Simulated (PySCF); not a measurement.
# The first ionisation energy along the alkali metals

Calculated with PySCF 2.14 from differences of total energies of unrestricted determinants, without spin-orbit coupling. Values in eV. The last column holds reference values (NIST; (s) semi-empirical, (t) theoretical, else measured). Unmarked ones compare directly (S terms, centres of terms, or small fine structure); those marked * lie between the lowest fine-structure levels and include a spin-orbit shift.

```json
{"element": "Li (x2c-QZVPPall, spin-free X2C)", "configurations": "[He] 2s1 → 1s2", "UHF": "5.343", "LDA": "5.474", "PBE": "5.586", "PBE0": "5.569", "MP2 (valence and next inner shell)": "5.369", "SCS-MP2 (valence and next inner shell)": "5.364", "reference": "5.392"}
{"element": "K (x2c-QZVPPall, spin-free X2C)", "configurations": "[Ar] 4s1 → [Ar]", "UHF": "4.022", "LDA": "4.545", "PBE": "4.463", "PBE0": "4.390", "MP2 (valence and next inner shell)": "4.297", "SCS-MP2 (valence and next inner shell)": "4.241", "reference": "4.341"}
{"element": "Rb (x2c-QZVPPall, spin-free X2C)", "configurations": "[Kr] 5s1 → [Kr]", "UHF": "3.800", "LDA": "4.407", "PBE": "4.285", "PBE0": "4.202", "MP2 (valence and next inner shell)": "4.126", "SCS-MP2 (valence and next inner shell)": "4.062", "reference": "4.177"}
{"element": "Cs (x2c-QZVPPall, spin-free X2C)", "configurations": "[Xe] 6s1 → [Xe]", "UHF": "3.477", "LDA": "4.108", "PBE": "3.977", "PBE0": "3.892", "MP2 (valence and next inner shell)": "3.834", "SCS-MP2 (valence and next inner shell)": "3.764", "reference": "3.894"}
```

| method | elements | mean error (eV) | mean absolute error (eV) | largest error (eV) |
| --- | --- | --- | --- | --- |
| UHF | 4 | -0.290 | 0.290 | -0.417 |
| LDA | 4 | 0.182 | 0.182 | 0.230 |
| PBE | 4 | 0.127 | 0.127 | 0.194 |
| PBE0 | 4 | 0.063 | 0.063 | 0.177 |
| MP2 (valence and next inner shell) | 4 | -0.044 | 0.044 | -0.059 |
| SCS-MP2 (valence and next inner shell) | 4 | -0.093 | 0.093 | -0.130 |

Errors include the incompleteness of the basis and the frozen core.

"Valence" correlates the outer s and p shells and, in groups 3 to 12 and the f block, the outer d or f shell, open or full, or the next shell where the ion has no valence electron left; the wider scheme adds the next inner shell.
